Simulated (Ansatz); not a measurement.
Worked example: PCO⁺, triplet against PCO, doublet

Geometry (PBE0/def2-TZVP stationary point of a doublet), kept for both states (PCO, doublet: Π; PCO⁺, triplet: Σ⁻):

```xyz
3

O     0.0000    0.0000    1.3231
C     0.0000    0.0000    0.1664
P     0.0000    0.0000   -1.4895
```

Basis cc-pVDZ; Ansatz 0.2.0. Correlated methods freeze the noble-gas cores. Prefix R: restricted or restricted open-shell reference; prefix U: unrestricted.

Full CI isn't at hand for all of this; UCCSDT(Q) serves as the reference, and is uncertain by about the last step of the cluster series.

Unrestricted rows (U, and Kohn–Sham where it breaks symmetry) aren't spin-pure: their determinants' ⟨S²⟩ exceeds S(S+1) by up to 0.14, so they mix in states of higher spin.

```json
{"level": "UHF", "E(PCO, doublet) (hartree)": "-453.437900", "E(PCO⁺, triplet) (hartree)": "-453.136942"}
{"level": "UMP2", "E(PCO, doublet) (hartree)": "-453.831337", "E(PCO⁺, triplet) (hartree)": "-453.497017"}
{"level": "UCCSD(T)", "E(PCO, doublet) (hartree)": "-453.865515", "E(PCO⁺, triplet) (hartree)": "-453.538270"}
{"level": "PBE", "E(PCO, doublet) (hartree)": "-454.362391", "E(PCO⁺, triplet) (hartree)": "-454.020143"}
{"level": "wB97M-V", "E(PCO, doublet) (hartree)": "-454.587777", "E(PCO⁺, triplet) (hartree)": "-454.247950"}
{"level": "UCCSDT(Q)", "E(PCO, doublet) (hartree)": "-453.868717", "E(PCO⁺, triplet) (hartree)": "-453.541837"}
```

Problem. Give the vertical gap, PCO⁺ triplet less PCO doublet, at each level in eV (1 hartree = 27.2114 eV), and each error against UCCSDT(Q).

Solution. UCCSDT(Q): (-453.541837 − (-453.868717)) × 27.2114 = 8.895 eV (the reference)
wB97M-V: (-454.247950 − (-454.587777)) × 27.2114 = 9.247 eV, error 0.352 eV
PBE: (-454.020143 − (-454.362391)) × 27.2114 = 9.313 eV, error 0.418 eV
UCCSD(T): (-453.538270 − (-453.865515)) × 27.2114 = 8.905 eV, error 0.010 eV
UMP2: (-453.497017 − (-453.831337)) × 27.2114 = 9.097 eV, error 0.202 eV
UHF: (-453.136942 − (-453.437900)) × 27.2114 = 8.189 eV, error -0.706 eV

Total energies of functionals can't be set beside those of wave-function methods, since they hold the core's correlation and their own absolute errors; only the differences compare.

In so small a basis the reference is far from its limit while semilocal and hybrid functionals are nearer theirs, so the functionals' errors here hold much of the reference's basis and frozen-core error, which can add to them or hide them.

Each level lands on the state that its own search finds. T1 diagnostics of restricted CCSD: 0.025 and 0.030.
